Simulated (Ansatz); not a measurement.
Process, species as SMILES: [SiH3] (SiH3) → [SiH3-] (an electron is taken up)
B3LYP-D3(BJ)/def2-TZVP geometries, fixed; electronic energies without zero-point terms; positive where energy is released.
Largest species:
```
Si
H 1 1.4828
H 1 1.4828 2 111.02
H 1 1.4828 2 111.02 3 124.02
```
Charge 0, spin multiplicity 2.

The adiabatic electron affinity at CCSD(T) with Ansatz (a program for electronic structure), in eV, split into its Hartree-Fock and correlation parts. Cores are frozen. Open shells are unrestricted. No added dispersion term, no relativity. Functions are those of the species that has most. These sets lack the diffuse functions that anions need.

```tsv
basis	X	functions	Hartree-Fock	CCSD(T)
cc-pV(D+d)Z	2	38	-0.043	0.787
cc-pV(T+d)Z	3	81	0.012	1.104
cc-pV(Q+d)Z	4	154	0.093	1.252
```

Worked estimate of the basis-set limit from each neighbouring pair, with Hartree-Fock from the larger set and the correlation part extrapolated as X^-3.
Correlation parts: X = 2: 0.830, X = 3: 1.092, X = 4: 1.159.
- (2,3): (27·(1.092) - 8·(0.830))/19 = 1.202; with Hartree-Fock 0.012 the estimate is 1.214 eV.
- (3,4): (64·(1.159) - 27·(1.092))/37 = 1.208; with Hartree-Fock 0.093 the estimate is 1.301 eV.
The last two estimates differ by 0.087 eV; the largest set lies 0.049 from the last. Over the last step Hartree-Fock moves by 0.081 and the correlation part by 0.067.
